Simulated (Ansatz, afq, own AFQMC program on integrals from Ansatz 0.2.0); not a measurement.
# Where AFQMC and coupled cluster stand for BHBr, quartet

```yaml
atoms:
  - { symbol: B, position_ang: [0.0000, -0.1728, 1.5639] }
  - { symbol: Br, position_ang: [0.0000, 0.0095, -0.2299] }
  - { symbol: H, position_ang: [0.0000, 1.1010, 1.4473] }
```

Connectivity, by distances: BH–Br.

Basis cc-pVDZ. Noble-gas cores (and the filled d shells of Ga–Kr and In–Xe) are frozen. Integrals, coupled cluster, full CI and functionals: Ansatz 0.2.0; the random walks run on the same integrals in our own AFQMC program. The CISD trial takes its coefficients from CCSD amplitudes. Released means that phaseless walkers are propagated on without the constraint, phases kept. Error bars are statistical, one sigma. No spin–orbit coupling.

Determinant: UHF, the one that the program's search chose, which needn't be the lowest solution. The geometry is a point of a scan.

No full CI on the walks' own integrals is used here; CCSDT(Q) serves as the reference and is uncertain by about the last step of the cluster series.

Cautions: no relativity below Rb; no spin-orbit coupling; inner d shell frozen; lower spins were not checked.

```
T1 diagnostic                               : 0.0151
weight of the determinant in the CISD state : 0.905
⟨S²⟩ of the determinant                     : 3.766
size of the correlated space                : 11 electrons in 31 orbitals
```

Reference: CCSDT(Q), correlation energy -5.295 eV. The released energy is read at 2.40 1/Eh (meV from the phaseless value at times in 1/Eh: -10 ± 9 at 0.24, -16 ± 9 at 0.51, -25 ± 9 at 0.99, -18 ± 11 at 1.62, -27 ± 12 at 2.40).

```csv
level,E − E(reference) (meV),share of correlation (%)
HF,5295.2,0.00
MP2,773.2,85.40
CCSD,162.9,96.92
CCSD(T),28.7,99.46
CCSDT,10.0,99.81
ph-AFQMC/CISD,19.7 ± 9.1,99.63
released AFQMC,-7.1 ± 12.1,100.13
```

A walk keeps the symmetry of its determinant, which the program's search chose and which needn't be the lowest solution, so a lower state of the same spin and another symmetry isn't excluded. Released energies are given only where the last usable release times agree within the noise; a slower fall can still hide under it.
